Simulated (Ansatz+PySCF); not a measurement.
Values are calculated unless marked as measured or tabulated.
**Several solutions for singlet NH₄F in separate pieces**

```yaml
atoms:
  - { symbol: N, position_ang: [0.0000, 0.0000, 0.0000] }
  - { symbol: H, position_ang: [0.5945, 0.5945, 0.5945] }
  - { symbol: H, position_ang: [0.5945, -0.5945, -0.5945] }
  - { symbol: H, position_ang: [-0.5945, 0.5945, -0.5945] }
  - { symbol: H, position_ang: [-0.5945, -0.5945, 0.5945] }
  - { symbol: F, position_ang: [10.0000, 0.0000, 0.0000] }
```

Basis set: cc-pVDZ (spherical functions). Charge 0, multiplicity 1.

ωB97X (unrestricted) was run from several starts with Ansatz (development build ahead of 0.2.0) and PySCF 2.14.0.

```json
{"run": "A", "program": "Ansatz", "start": "atomic start, no search", "converged": "yes", "energy (hartree)": "-156.71909", "<S²>": "0.60"}
{"run": "B", "program": "PySCF", "start": "program defaults", "converged": "no", "energy (hartree)": "–", "<S²>": "–"}
{"run": "C", "program": "Ansatz", "start": "search for the lowest state", "converged": "yes", "energy (hartree)": "-156.71909", "<S²>": "0.60"}
{"run": "D", "program": "Ansatz", "start": "stability test followed", "converged": "yes", "energy (hartree)": "-156.71909", "<S²>": "0.60"}
{"run": "E", "program": "PySCF", "start": "guess minao, instabilities followed", "converged": "yes", "energy (hartree)": "-156.71911", "<S²>": "0.60"}
```

(1) Which runs reached the lowest solution of this kind, and what is wrong with the others?

Answers

(1) A, C, D, E reached the lowest solution found. Not converged: B. Caution: charge can spread falsely over distant fragments. Caution: the unrestricted determinant is spin contaminated.
